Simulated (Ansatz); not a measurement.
## Stretch profile

C$_{4}$H$_{4}$ (SMILES C#CC=C), singlet, at its PBE0-D4/def2-TZVP minimum:

```xyz
8
angstrom
C -1.0764 1.5763 -0.8999
C -0.3315 0.8302 -0.3204
C 0.5673 -0.0185 0.3740
C 0.4573 -1.3449 0.4239
H -1.7402 2.2291 -1.4152
H 1.3879 0.4752 0.8883
H 1.1773 -1.9396 0.9721
H -0.3495 -1.8649 -0.0785
```

The bond length C1–C2 (1.203 Å at the minimum) is set to the values below, the two halves moving rigidly along the bond. Each method's energies count from its own value at the PBE0-D4 minimum structure. Program: Ansatz 0.2.0. Basis: def2-TZVPP. Cores are frozen in the correlated methods. B3LYP uses VWN-RPA correlation.

| bond length (Å) | CCSD(T) (kcal/mol) | PBE-D4 (kcal/mol) | HF (kcal/mol) | MP2 (kcal/mol) |
| --- | --- | --- | --- | --- |
| 1.059 | 37.44 | 37.50 | 27.19 | 38.07 |
| 1.101 | 18.17 | 18.27 | 10.70 | 18.68 |
| 1.162 | 3.30 | 3.36 | 0.17 | 3.55 |
| 1.233 | 0.23 | 0.18 | 2.62 | 0.01 |
| 1.313 | 8.99 | 8.84 | 18.22 | 7.98 |
| 1.398 | 26.94 | 26.85 | 44.17 | 24.74 |
| 1.489 | 51.44 | 51.76 | 78.02 | 47.49 |
| 1.585 | 79.62 | 80.89 | 116.97 | 73.27 |
| 1.684 | 108.09 | 111.54 | 157.90 | 104.49 |

Minimum and curvature along this coordinate at CCSD(T): A fifth-order fit through the nearest points gives 1.214 Å, with a curvature of about 98 eV/Å².

Task: Treat the two halves as rigid bodies and work out the harmonic wavenumber of this stretch from that curvature (ν̃ = 521.5 √(k/μ) cm⁻¹ with k in eV/Å² and μ in u).

Result: The halves weigh 13.02 and 39.06 u, so μ = 13.02 × 39.06/52.08 = 9.765 u and ν̃ = 521.5 √(98/9.765) ≈ 1700 cm⁻¹. A true normal mode mixes in other motions, so this is a guide only.

Largest difference from the CCSD(T) curve over the scan: r2SCAN-D4 12.51; PBE0-D4 18.95; B3LYP-D4 15.86; wB97M-V 23.83 kcal/mol. Each curve counts from its own value at the minimum.

No T1 diagnostic of these runs exceeds 0.039. The T1 diagnostic is large here, which may signal multireference character or strong orbital relaxation, so CCSD(T) is less sure. The restricted Hartree–Fock reference is unstable towards an unrestricted one here. The program raised a doubt about the electronic state. A large double-excitation amplitude points to some diradical character; no triplet was computed.

For scale, one of the runs: CCSD(T)/def2-TZVPP, 180 basis functions (an equivalent command: `ansatz run in.yaml --threads 2`). Time: 96 s of wall clock on 2 CPU threads; the host was shared. Peak host memory: 1.8 GiB.
